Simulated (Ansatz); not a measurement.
# Li₂− (doublet): wave-function methods side by side at distance Li1–Li2 = 4.202 Å, aug-cc-pVTZ

How much of the correlation energy of Li₂− (doublet) does each wave-function method recover here?

Method: aug-cc-pVTZ, core rule «outside noble gas», up to 2 orbitals frozen; program: Ansatz 0.2.0, Gaussian basis.

To be run: UHF; CCSD(T) on ROHF; CCSD(T) on UHF; BCCD(T) on ROHF; CCSDT on ROHF; CCSDT on UHF; Full CI.

44 further runs of the same task are left out: 27 for a known fault of the program, 16 that didn't finish, 1 set aside as unsound or not needed.

**1. The system**

The geometry derives from a PBE0/def2-TZVPD stationary point (not a proven minimum). One bond is set to the value named and the two fragments are kept rigid.

2 atoms, charge -1, spin multiplicity 2.

Atoms are counted from 1 here; the program's logs count them from 0.

No contacts short enough for the rule that draws bonds.

Geometry (Å):

```xyz
2
charge -1, multiplicity 2
Li    0.0000    0.0000    0.0000
Li    0.0000    0.0000    4.2020
```

**2. UHF**

Contents of in.yaml:

```yaml
crystal:
  periodic: [false, false, false]
  atoms:
    - {symbol: Li, position_ang: [0.000000, 0.000000, 0.000000]}
    - {symbol: Li, position_ang: [0.000000, 0.000000, 4.202000]}
basis:
  gaussian: {orbitals: aug-cc-pVTZ}
total_charge: -1
magnetization: {spin_polarized: true, initial_magnetization: 1}
hamiltonian: {xc: hf}
output: {orbitals: {seedname: orbitals}}
```

Launch:

```console
$ ansatz run in.yaml --threads 1 --pin off --events-out ev --progress --plain --max-ram 2393MiB
```

After this run come: CCSD(T) on ROHF; CCSD(T) on UHF; BCCD(T) on ROHF; CCSDT on ROHF; CCSDT on UHF; Full CI.

Q: Predict the results of all the runs planned. Wanted: FCI below the RHF energy; RMP2 from FCI; UMP2 from FCI; RCCSD from FCI; RCCSD(T) from FCI; UCCSD(T) from FCI; T1 diagnostic; effectively unpaired electrons.

**Answer**, as computed:

| quantity | value |
| --- | --- |
| FCI below the RHF energy | -1.0643 eV |
| RMP2 from FCI | +390.4 meV |
| UMP2 from FCI | +427.0 meV |
| RCCSD from FCI | +60.3 meV |
| RCCSD(T) from FCI | +15.8 meV |
| UCCSD(T) from FCI | +14.5 meV |
| levels within 1 kcal/mol (43 meV) | UCCSD, RCCSD(T), UCCSD(T), BCCD(T), RCCSDT, UCCSDT |
| T1 diagnostic | 0.080 |
| effectively unpaired electrons | 1.29 |

RCCSD(T) lands +15.8 meV from the yardstick (1.5 % of the correlation energy). The occupations show some static correlation. Coupled cluster took another determinant than the lowest Hartree-Fock one. These misses are within one basis, not against nature; the frozen cores of restricted and unrestricted runs differ, which can shift their rows.
